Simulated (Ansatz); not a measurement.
hcp Tl

Calculation: PBE-D3(BJ) (plane waves, PAW; Ansatz, a quantum-chemistry and plane-wave program).

Numerical settings: plane-wave cutoff 500 eV, 24×24×14 k mesh (along the axes of the cell as run), Fermi–Dirac smearing 0.1 eV, scalar-relativistic PAW data made under PBE.

Cell (relaxed at this level):

```
Tl
1.0
    1.75558    -3.04075     0.00000
    1.75558     3.04075     0.00000
    0.00000     0.00000     5.54763
Tl
2
Cartesian
  1.75558   1.01358   1.38691
  1.75558  -1.01358   4.16072
```

For hcp Tl, the volume per atom comes out as 29.61 Å³/atom. The lattice constant a is 3.511 Å and the c axis length comes out as 5.548 Å.

Measured, for comparison: lattice constant a 3.457 Å, lattice parameter c 5.525 Å (293 K, not corrected to a static lattice; as tabulated in Wikipedia's data pages). Computed (rounded) less measured: lattice constant a +1.6 %, lattice parameter c +0.4 %.

Spin–orbit coupling is not included; it can shift volumes and moduli of such heavy elements.

Computed values are for the static lattice.

Computing time: very roughly 3 core-minutes.
